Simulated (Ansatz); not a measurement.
The input, for Ansatz 0.2.0:

```yaml
crystal:
  periodic: [false, false, false]
  atoms:
    - {symbol: Ge, position_ang: [0.000000, -0.049013, 0.386835]}
    - {symbol: O, position_ang: [0.000000, 0.136394, -1.827416]}
    - {symbol: H, position_ang: [0.000000, 1.367217, 1.128920]}
basis:
  gaussian: {orbitals: STO-3G}
magnetization: {spin_polarized: false, initial_magnetization: 1}
correlation: {method: ccsdtq, electrons: valence}
```

```sh
$ ansatz run in.yaml --threads 1 --pin off --events-out ev --progress --plain --max-ram 2393MiB
```

Log:

```
307 factors; integrals over basis functions are off by at most 4.8e-8 eV
mean field evaluation 1: about -57834.0989 eV, gradient 3.9e1 eV
mean field evaluation 2: about -57834.1186 eV, gradient 3.9e1 eV
mean field evaluation 4: about -57849.2234 eV, gradient 6.8e0 eV
mean field evaluation 8: about -57851.9088 eV, gradient 2.2e0 eV
mean field evaluation 16: about -57851.9833 eV, gradient 4.2e-5 eV
mean field evaluation 32: about -57843.5616 eV, gradient 8.8e0 eV
mean field evaluation 64: about -57841.7614 eV, gradient 9.9e0 eV
mean field evaluation 96: about -57851.9830 eV, gradient 1.7e-1 eV
mean field evaluation 128: about -57841.7262 eV, gradient 7.0e0 eV
mean field evaluation 160: about -57848.3549 eV, gradient 1.4e0 eV
...
cycle  49  -2.94491689 eV  change   -2.9e-7 eV  update   1.9e-5
cycle  50  -2.94491679 eV  change    1.0e-7 eV  update   1.5e-5
cycle  51  -2.94491651 eV  change    2.8e-7 eV  update   1.5e-5
cycle  52  -2.94491654 eV  change   -3.1e-8 eV  update   1.1e-5
cycle  53  -2.94491715 eV  change   -6.1e-7 eV  update   1.0e-5
cycle  54  -2.94491720 eV  change   -4.4e-8 eV  update   7.5e-6
cycle  55  -2.94491729 eV  change   -9.5e-8 eV  update   1.0e-5
cycle  56  -2.94491754 eV  change   -2.4e-7 eV  update   2.9e-6
cycle  57  -2.94491763 eV  change   -9.0e-8 eV  update   7.8e-6
cycle  58  -2.94491776 eV  change   -1.3e-7 eV  update   1.2e-6
Total energy: -57854.92824784 eV, -2126.1293976294 hartree
```

Ran on 1 thread of Arm Neoverse V2, shared host: 1.8 min wall, 0.58 GiB peak host memory.
